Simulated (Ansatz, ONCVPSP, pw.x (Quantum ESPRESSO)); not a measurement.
## From atom to crystal: ONCV potential for gadolinium

- Element: Gd
- Generator: ONCVPSP 4.0.1
- Type: optimised norm-conserving Vanderbilt (ONCV)
- Functional: LDA (Perdew-Wang 92)
- Relativity: scalar-relativistic
- Frozen core: [Xe]
- Valence charge: 10
- Reference configuration: 4f7 5d1 6s2
- Partial waves: 6s: rc 3.55 bohr, ncon 3, nbas 6, qcut 1.4 1/bohr, 1 projector; p scattering state at 0.31 Ha: rc 3.00 bohr, ncon 4, nbas 8, qcut 3.3 1/bohr, 2 projectors, debl 0.4 Ha; 5d: rc 3.70 bohr, ncon 3, nbas 8, qcut 4.4 1/bohr, 2 projectors, debl 1.8 Ha; 4f: rc 1.40 bohr, ncon 4, nbas 8, qcut 11.6 1/bohr, 2 projectors, debl 2.8 Ha
- Local potential: polynomial inside 0.90 bohr (lpopt 5, dvloc0 0 Ha)
- Core correction: Teter function fitted to the true core (icmod 2), fcfact 0.6

Crystal test: diamond Gd in pw.x 7.5, no spin, 9³ k-points, Fermi–Dirac smearing 0.01 Ry, cutoffs 160/640 Ry. The reference is all-electron LAPW (Ansatz 0.2.0) with the same functional, mesh and smearing; V0 and B0 come from Birch–Murnaghan fits to the pressures at five volumes. Errors are pseudo minus all-electron; Δ is the rms difference of the E(V) curves that follow from these fits, minima aligned, over ±6 % about the mean V0. Mesh and smearing are coarse, so the numbers serve the comparison and aren't converged zero-temperature values; the lattice is a test structure that the element need not adopt. Spin polarisation and strong correlation are left out, which matters for this element.

| V (Å³/atom) | P all-electron (GPa) | P pseudo (GPa) |
| --- | --- | --- |
| 18.369 | 7.43 | -40.71 |
| 18.853 | 3.36 | -33.75 |
| 19.336 | -0.08 | -28.63 |
| 19.819 | -2.98 | -24.82 |
| 20.303 | -5.43 | -21.93 |

All-electron: a0 = 5.367 Å (V0 = 19.32 Å³/atom), B0 = 126.8 GPa.

Pseudopotential: mean pressure error (GPa): -30.43. The pressure does not cross zero within the volumes sampled, so no fit is given. The largest radius (3.70 bohr) exceeds half the bond length (2.20 bohr), so the spheres overlap, which is one possible source of error among others. This is a poor potential for the solid. The generator flags a localised state at positive energy (p at 28 eV). The pseudo pressure rises with volume over the whole range, a mechanical instability. Note: ghosts flagged at negative energy: s at -454.9 eV, s at -79.5 eV, p at -23.1 eV; GHOST(+) flagged for p at 27.8 eV, d at 67.4 eV. A true bound ghost makes a file unfit for plane-wave use. Atomic configuration tests: 1 of 4 tests not solved or not reliable.

**Question.** At the middle volume, how do free energy and pressure move when the wave cutoff is lowered (ecutrho kept at four times it)?

**Answer.**

```tsv
cutoff (Ry)	shift of F (meV/atom)	shift of P (GPa)
72	+24818.3	-558.88
96	+5937.7	-190.50
128	+688.6	-31.57
```

The 8 pw.x runs together took about 16 min on one core of a shared server CPU.
